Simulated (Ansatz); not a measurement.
Geometry optimisation, Ansatz 0.2.0, RKS r2SCAN/def2-SVP.

input.yaml

```yaml
crystal:
  periodic: [false, false, false]
  atoms:
    - { symbol: B, position_ang: [0.04616, 0.010338, 0.232949] }
    - { symbol: H, position_ang: [-0.04366, -0.008453, 1.426063] }
    - { symbol: Cl, position_ang: [1.750932, -0.004623, -0.413236] }
    - { symbol: C, position_ang: [-1.167153, 0.003715, -0.725537] }
    - { symbol: H, position_ang: [-1.774413, -0.900724, -0.534372] }
    - { symbol: H, position_ang: [-1.830125, 0.849562, -0.466016] }
    - { symbol: H, position_ang: [-0.920042, 0.050185, -1.793551] }
basis:
  gaussian: { orbitals: def2-SVP }
hamiltonian:
  xc: r2scan
relax:
  f_tol: 0.03
  max_steps: 50
```

Run as:

```bash
$ ansatz run input.yaml --threads 1 --pin off --max-ram 2048MiB --backend cpu --events-out ev --progress --plain --runs-dir out
```

Task: Where does it end, and by what steps?

Result: The run converged. After 6 steps the energy has fallen by 0.039 eV; Cl3 moved furthest, 0.04 Å.

```json
{"step": "0", "energy less start (eV)": "0.0000", "largest force component (eV/Å)": "1.106", "accepted": "yes"}
{"step": "1", "energy less start (eV)": "-0.0229", "largest force component (eV/Å)": "0.714", "accepted": "yes"}
{"step": "2", "energy less start (eV)": "-0.0358", "largest force component (eV/Å)": "0.286", "accepted": "yes"}
{"step": "3", "energy less start (eV)": "-0.0380", "largest force component (eV/Å)": "0.088", "accepted": "yes"}
{"step": "4", "energy less start (eV)": "-0.0382", "largest force component (eV/Å)": "0.055", "accepted": "yes"}
{"step": "5", "energy less start (eV)": "-0.0385", "largest force component (eV/Å)": "0.031", "accepted": "yes"}
{"step": "6", "energy less start (eV)": "-0.0386", "largest force component (eV/Å)": "0.005", "accepted": "yes"}
```

```xyz
7
Properties=species:S:1:pos:R:3
B 0.067 0.002 0.222
H -0.041 -0.005 1.424
Cl 1.716 -0.005 -0.398
C -1.162 0.008 -0.728
H -1.765 -0.898 -0.528
H -1.828 0.849 -0.464
H -0.925 0.050 -1.800
```

Run time: 16 s on 1 thread of AMD EPYC 7R43 64-Core Processor (Zen 3), with other jobs on the host, peak memory 0.14 GiB.
